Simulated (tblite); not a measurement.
Compound: C₅H₁₁N.
Numbering: `[CH3:1][NH:2][CH:3]1[CH2:4][CH2:5][CH2:6]1` (hydrogens: H7, H8, H9 on C1; H10 on N2; H11 on C3; H12, H13 on C4; H14, H15 on C5; H16, H17 on C6)

Computed with GFN2-xTB (tblite), gas phase: nudged elastic band of 9 images (0 to 8), spring 0.2 eV/Å², climbing image at the end, force threshold 0.05 eV/Å. No saddle search or frequency run followed, so the top image need not be a first-order saddle, and its height can exceed the method's true barrier by a kcal/mol or more.

The band describes a rotation about C3–N2 (sp3 carbon bound to nitrogen, secondary amine nitrogen), followed by the dihedral C6–C3–N2–C1, from the optimised start (-78°) to a second optimised geometry at 42°.

Task: How does the energy change from image to image?

Result: 
| image | dihedral (°) | E (eV) | C3–N2 (Å) | C6···C1 (Å) | largest true force (eV/Å) |
| --- | --- | --- | --- | --- | --- |
| 0 | -78 | 0.000 | 1.445 | 3.17 | 0.01 |
| 1 | -65 | 0.020 | 1.445 | 3.05 | 0.03 |
| 2 | -51 | 0.078 | 1.449 | 2.98 | 0.07 |
| 3 | -36 | 0.144 | 1.452 | 2.95 | 0.06 |
| 4 | -18 | 0.178 | 1.454 | 2.93 | 0.03 |
| 5 | -1 | 0.164 | 1.453 | 2.92 | 0.04 |
| 6 | 16 | 0.114 | 1.448 | 2.94 | 0.05 |
| 7 | 31 | 0.069 | 1.445 | 2.99 | 0.05 |
| 8 | 42 | 0.053 | 1.443 | 3.08 | 0.01 |

Barriers of this band. The top is image 4 at -18°: 0.178 eV forward and 0.125 eV back; the end lies 0.053 eV above the start. The central bond is 0.009 Å longer at the top than at the start.

Task: What rate follows at 200 K for crossing this barrier forward?

Result: Taking the electronic barrier for the free energy of activation (no zero-point or entropy terms, transmission 1), rate = (kT/h)·exp(−ΔE/kT) ≈ 1 × 10^8 s⁻¹, whose inverse is 7 × 10^-9 s. An error of 1 kcal/mol in the barrier changes this by a factor of 12, and the method and the loose band can each miss by that much or more.

Task: How would the two end points share their population at 200 K, from these energies alone?

Result: exp(−ΔE/kT) with ΔE = 0.053 eV gives 0.046 for the higher one (end) against 1 for the lower, without vibrational, rotational or degeneracy terms. GFN2-xTB can put conformers this close in the wrong order.

The cost below is that of the whole band run. Hardware: one thread, Intel Xeon Platinum 8259CL at 2.50 GHz (x86_64), no GPU, shared host with 96 logical CPUs at a one-minute load of 41. Cost: 4.3 s of wall time, 0.18 GiB resident at most.
